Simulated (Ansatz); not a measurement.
Tetragonal perovskite BaTiO₃ (room-temperature form, which distorts further on cooling)

Method: HSE06 (PAW; Ansatz, a quantum-chemistry and plane-wave program).

Settings: plane-wave cutoff 460 eV, 6×6×6 k mesh, Fermi–Dirac smearing 0.01 eV, no spin polarisation, scalar-relativistic PAW data made under PBE.

Cell (relaxed at this level):

```cif
data_BaO3Ti
_chemical_formula_sum 'Ba1 Ti1 O3'
_space_group_name_H-M_alt 'P4mm'
_space_group_IT_number 99
_space_group_name_Hall 'P 4 -2'
_cell_length_a 3.95089
_cell_length_b 3.95089
_cell_length_c 4.13336
_cell_angle_alpha 90.000
_cell_angle_beta 90.000
_cell_angle_gamma 90.000
loop_
_atom_site_label
_atom_site_type_symbol
_atom_site_symmetry_multiplicity
_atom_site_Wyckoff_symbol
_atom_site_fract_x
_atom_site_fract_y
_atom_site_fract_z
_atom_site_occupancy
Ba1 Ba 1 a 0.00000 0.00000 0.00883 1
Ti1 Ti 1 b 0.50000 0.50000 0.52753 1
O1 O 1 b 0.50000 0.50000 0.96199 1
O2 O 2 c 0.00000 0.50000 0.48282 1
```

```yaml
band_gap: 3.37 eV (on the SCF k mesh)
smallest_direct_gap_on_the_k_points_sampled: 3.88 eV
```

Note: the relaxation could not lower the start's symmetry, so the cell can be a saddle point above a distorted one.

Spin–orbit coupling is not included.

Computed values are for the static lattice.
